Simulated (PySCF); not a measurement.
Potential energy curve for SMILES [SiH4] (H4Si). The Si1–H5 bond (Si1 also carries H, H, H; H5 carries nothing else) is varied alone, starting from the PBE0/def2-TZVP optimised geometry. Each curve is given relative to its own lowest point near equilibrium.

```csv
R / Å,A,B,C,D
1.11,56.5,54.8,55.8,54.9
1.19,31.5,29.7,30.8,29.9
1.28,14.0,12.5,13.4,12.7
1.35,6.0,4.9,5.5,5.1
1.39,3.1,2.3,2.8,2.4
1.43,1.3,0.8,1.0,0.8
1.48,0.1,0.0,0.0,0.0
1.52,0.0,0.2,0.0,0.1
1.59,1.1,2.0,1.4,1.8
1.62,2.1,3.2,2.4,2.9
1.73,7.1,9.3,7.8,8.6
1.85,14.4,17.9,15.5,16.7
2.00,24.8,30.0,26.2,27.8
2.22,40.6,51.3,41.8,43.9
2.45,56.0,—,56.0,58.6
2.68,69.5,—,67.2,70.1
2.97,83.5,—,77.0,79.8
3.24,93.7,—,82.4,84.6
3.61,104.0,—,86.2,86.7
4.03,112.0,—,87.9,86.1
4.46,117.2,—,88.4,84.5
5.19,121.8,—,88.6,82.6
```

Energies in kcal/mol.

Problem. Assign the columns to these levels of theory: SC-NEVPT2 on CASSCF(2,2)/cc-pVDZ, all electrons correlated (PySCF); CCSD(T) on RHF/cc-pVDZ, 5 core orbitals frozen (PySCF); restricted PBE/cc-pVDZ in PySCF; MP2 on UHF/cc-pVDZ, 5 core orbitals frozen run with PySCF.

Solution. A is RKS-PBE; B is UMP2; C is NEVPT2; D is RCCSD(T).

Dashes: no converged value, or the column stops at the first point that the program doubted or that broke a chosen test of continuity, which isn't proof of a fault.

At the longest distance RKS-PBE leaves fractional charges on the fragments, a sign of delocalisation error or of the restricted form. The restricted form behind RKS-PBE keeps the bonding electrons paired and can't separate into open-shell fragments. The T1 diagnostic of CCSD on the restricted reference of RCCSD(T) exceeds 0.045 at 2.97 to 5.19 Å. The unrestricted determinant behind UMP2 is spin-contaminated at 2.22 to 5.19 Å (<S²> up to 1.0, against 0.00 for a pure singlet).
